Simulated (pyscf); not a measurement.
Routes from hydrogen chloride (HCl) + HO–Si:–Cl [singlet]

Candidate steps break at most two bonds and form at most two. Each was searched with GFN2-xTB (tblite) first. Single points on ωB97X-D3(BJ)/def2-SVP structures (PySCF, gas phase). Energies: ωB97M-D3(BJ)/def2-TZVP, kJ/mol, from the separated reactants, singlet surface; ΔG‡ with ideal gas, 1 atm, RRHO with modes under 100 cm⁻¹ raised to 100, one conformer, R ln 2 for chiral ones without a mode under 150 cm⁻¹.

| products | type | ΔE‡ | ΔE | ΔG‡ 298 K | ΔG‡ 900 K | ν‡ (cm⁻¹) |
|---|---|---|---|---|---|---|
| Cl–Si:–Cl [singlet] + H₂O | four-centre exchange | 36.5 | +22.0 | 76.2 | 163.5 | 827i |
| O=Si(Cl)–Cl + H₂ | concerted two-bond exchange | 304.6 | -5.3 | 332.2 | 419.9 | 1316i |

Row 1: On the product side the descent ends in an adduct with a O–Si contact, 62.9 kJ/mol under the separated species and 77.8 kJ/mol under the saddle at ωB97X-D3(BJ)/def2-TZVP. 

Plain bond fissions and candidates not yet searched are not listed, and one of them may be faster. Each barrier is that of the saddle found; lower ones may exist. A restricted solution here is unstable towards spin polarisation, so biradical character is likely and single-reference numbers are less safe.
